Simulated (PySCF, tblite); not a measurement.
Breaking a bond: SMILES S=C=S. The C1–S3 bond (C1 also carries S; S3 carries nothing else) is varied alone, starting from the PBE0/def2-TZVP optimised geometry.

Computed with: UKS-CAM-B3LYP = unrestricted CAM-B3LYP/6-31G (PySCF); RMP2 = MP2 on RHF/6-31G, 11 core orbitals frozen run with PySCF; GFN2-xTB, 300 K electronic temperature (tblite); RCCSD(T) = CCSD(T) on RHF/6-31G, 11 core orbitals frozen in PySCF; RKS-M06-2X = restricted M06-2X/6-31G (PySCF).

Energies are in eV, each relative to the lowest point of its own curve near equilibrium.

```
R / Å  UKS-CAM-B3LYP   RMP2  GFN2-xTB  RCCSD(T)  RKS-M06-2X
-----  -------------  -----  --------  --------  ----------
1.24           5.548  6.200     5.431     6.204       5.573
1.31           3.068  3.572       [?]     3.583       3.086
1.40           1.179  1.508       [?]     1.526       1.190
1.45           0.580  0.820     0.341     0.839       0.588
1.49           0.273  0.445     0.113     0.463       0.278
1.55           0.035  0.115     0.000     0.127       0.037
1.61           0.000  0.000     0.086     0.000       0.000
1.66           0.085  0.029     0.261     0.013       0.083
1.70           0.209  0.116       [?]       [?]       0.206
1.80           0.663  0.516     1.034     0.415       0.660
1.91           1.290  1.143     1.760       [?]       1.288
2.08           2.297  2.223       [?]     1.824       2.308
2.34           3.564  3.524     4.271     3.023       3.641
2.55           4.036  4.168     5.018     3.716       4.365
2.81           4.225  4.657     5.220     4.244       4.879
3.07           4.296  4.949     5.264     4.522       5.192
3.38           4.342  5.152     5.285     4.685       5.429
3.82           4.383  5.301     5.297     4.788       5.597
4.21           4.406  5.367     5.303     4.830       5.661
4.69           4.421  5.410     5.307     4.856       5.702
5.45           4.429  5.438     5.312     4.872       5.728
```

### Question
Some entries are withheld; supply them.

### Answer

- 1.31, GFN2-xTB: 2.730
- 1.40, GFN2-xTB: 0.860
- 1.70, GFN2-xTB: 0.450
- 1.70, RCCSD(T): 0.082
- 1.91, RCCSD(T): 0.933
- 2.08, GFN2-xTB: 2.868

The unrestricted determinant behind UKS-CAM-B3LYP is spin-contaminated at 2.34 to 5.45 Å (<S²> up to 1.0, against 0.00 for a pure singlet). The restricted form behind RMP2, RKS-M06-2X keeps the bonding electrons paired and can't separate into open-shell fragments. The T1 diagnostic of CCSD on the restricted reference of RMP2, RCCSD(T) exceeds 0.045 at 2.08 to 2.34 Å.
